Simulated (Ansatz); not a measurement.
**SiH3F (SMILES F[SiH3]): PBE/STO-3G**

What is the energy change on altering one bond length of SiH3F at PBE/STO-3G? 

The results are computed with Ansatz 0.2.0.

57 further runs of the same task are left out: 2 that didn't finish, 55 set aside as unsound or not needed.

## 1. The structure to begin with

SiH3F has 5 atoms, charge 0, and is taken as a singlet. As SMILES, `F[SiH3]`. Geometry: relaxed at PBE0-D4/def2-TZVP.

Bond lengths: F1–Si2 1.600 Å, Si2–H3 1.482 Å, Si2–H4 1.482 Å, Si2–H5 1.482 Å. Angles: F1–Si2–H3 108.3°, F1–Si2–H4 108.3°, F1–Si2–H5 108.3°, H3–Si2–H4 110.6°, H3–Si2–H5 110.6°, H4–Si2–H5 110.6°.

## 2. The energy at PBE/STO-3G

File molecule.yaml:

```yaml
crystal:
  periodic: [false, false, false]
  atoms:
    - {symbol: F, position_ang: [-1.274600, 0.162800, 0.858000]}
    - {symbol: Si, position_ang: [0.043300, -0.019300, -0.030700]}
    - {symbol: H, position_ang: [-0.367800, -0.192600, -1.443700]}
    - {symbol: H, position_ang: [0.768600, -1.217900, 0.451600]}
    - {symbol: H, position_ang: [0.880500, 1.193400, 0.123400]}
basis:
  gaussian: {orbitals: STO-3G}
hamiltonian: {xc: pbe}
accuracy: high
```

Run with:

```console
ansatz run molecule.yaml --threads 1 --pin off --max-ram 2610MiB --events-out events.jsonl --progress --plain --runs-dir runs
```

Output:

```text
Warning: RAYON_NUM_THREADS=1 ignored (pool sized by the plan → 1); use --threads N
Functional definition: PBE
  name "PBE"
  parameter kappa = 0.804
  parameter beta = 0.06672455060314922
  exchange = pbe_x(kappa = kappa, mu = beta*pi^2/3)
  correlation = pbe_c(beta = beta)
291 factors; integrals over basis functions are off by at most 3.3e-8 eV
mean field evaluation 1: about -10503.6865 eV, gradient 2.0e1 eV
mean field evaluation 2: about -10503.2205 eV, gradient 2.4e1 eV
mean field evaluation 4: about -10505.0354 eV, gradient 5.7e-1 eV
mean field evaluation 8: about -10504.9881 eV, gradient 3.7e-3 eV
mean field evaluation 16: about -10504.9881 eV, gradient 3.6e-9 eV
mean field -10504.98810678 eV, -386.0511923875 hartree, gradient 3.6e-9 eV, S^2 0.000000; 0 other end points of the search recorded, 0 dependent functions left out
reference -10504.98810831 eV, -386.0511924439 hartree; 13, 13 occupied and 4, 4 virtual orbitals, 291 factors
Total energy: -10504.98810831 eV, -386.0511924439 hartree
```

Wall time 1.5 s (1 thread of Intel Xeon Platinum 8259CL at 2.50GHz (Skylake/Cascade Lake), shared host); peak memory 0.11 GiB.

## 3. The distorted shape, same level

File input.yaml:

```yaml
crystal:
  periodic: [false, false, false]
  atoms:
    - {symbol: F, position_ang: [-1.171824, 0.206125, 1.211253]}
    - {symbol: Si, position_ang: [0.146076, 0.024025, 0.322553]}
    - {symbol: H, position_ang: [-0.367800, -0.192600, -1.443700]}
    - {symbol: H, position_ang: [0.871376, -1.174575, 0.804853]}
    - {symbol: H, position_ang: [0.983276, 1.236725, 0.476653]}
basis:
  gaussian:
    orbitals: STO-3G
hamiltonian:
  xc: pbe
accuracy: high
```

Run with:

```console
ansatz run input.yaml --threads 1 --pin off --max-ram 2610MiB --events-out events.jsonl --progress --plain --runs-dir runs
```

Output, cut to the lines that bear on the results:

```text
Warning: RAYON_NUM_THREADS=1 ignored (pool sized by the plan → 1); use --threads N
[... 6 set-up lines as earlier in the session ...]
291 factors; integrals over basis functions are off by at most 4.2e-8 eV
mean field evaluation 1: about -10502.2266 eV, gradient 2.2e1 eV
mean field evaluation 2: about -10501.0739 eV, gradient 2.7e1 eV
mean field evaluation 4: about -10503.9783 eV, gradient 1.1e0 eV
mean field evaluation 8: about -10503.9227 eV, gradient 3.1e-3 eV
mean field evaluation 16: about -10503.9227 eV, gradient 6.7e-9 eV
mean field -10503.92265660 eV, -386.0120378155 hartree, gradient 6.7e-9 eV, S^2 0.000000; 0 other end points of the search recorded, 0 dependent functions left out
reference -10503.92265818 eV, -386.0120378735 hartree; 13, 13 occupied and 4, 4 virtual orbitals, 291 factors
Total energy: -10503.92265818 eV, -386.0120378735 hartree
```

Run time: 0.99 s. Hardware: 1 thread of Intel Xeon Platinum 8259CL at 2.50GHz (Skylake/Cascade Lake), shared host; peak memory 0.11 GiB.

## 4. Outcome

At PBE/STO-3G:

```
                                                          quantity          value
                                         first shape: total energy  -386.05119 Eh
                                     distorted shape: total energy  -386.01204 Eh
energy change with the Si2–H3 bond stretched from 1.482 to 1.852 Å       1.065 eV
```

With the Si2–H3 bond stretched from 1.482 to 1.852 Å the energy rises by 1.07 eV (103 kJ/mol). The first shape isn't relaxed at this level, so the change isn't measured from a minimum. The minimal basis adds a large error of its own.
